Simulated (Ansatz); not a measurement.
The input, for Ansatz 0.2.0:

```yaml
crystal:
  periodic: [false, false, false]
  atoms:
    - {symbol: C, position_ang: [-0.002063, 1.200529, 0.000000]}
    - {symbol: S, position_ang: [-0.002063, -0.598272, 0.000000]}
    - {symbol: H, position_ang: [1.045062, 1.521364, 0.000000]}
    - {symbol: H, position_ang: [-0.477424, 1.602744, 0.895197]}
    - {symbol: H, position_ang: [-0.477424, 1.602744, -0.895197]}
basis:
  gaussian: {orbitals: STO-3G}
magnetization: {spin_polarized: true, initial_magnetization: 1}
hamiltonian: {xc: {name: BHLYP}}
```

```sh
$ ansatz run in.yaml --threads 1 --pin off --events-out ev --progress --plain --max-ram 2880MiB --backend cpu
```

Q: Roughly how long does this take on 1 thread of AMD EPYC 7R13, shared host, and how much host memory?

A: 0.55 s wall and 0.13 GiB.

```
203 factors; integrals over basis functions are off by at most 1.7e-5 eV
mean field evaluation 1: about -11786.4237 eV, gradient 6.0e0 eV
mean field evaluation 2: about -11786.6858 eV, gradient 3.8e0 eV
mean field evaluation 4: about -11786.7753 eV, gradient 8.3e-2 eV
mean field evaluation 8: about -11786.7820 eV, gradient 1.5e-3 eV
mean field evaluation 16: about -11786.7820 eV, gradient 2.2e-6 eV
mean field -11786.78196062 eV, -433.1562476849 hartree, gradient 2.1e-6 eV, S^2 0.751251; 1 other end points of the search recorded, 0 dependent functions left out
reference -11786.78204768 eV, -433.1562508842 hartree; 13, 12 occupied and 4, 5 virtual orbitals, 203 factors
Total energy: -11786.78204768 eV, -433.1562508842 hartree
```
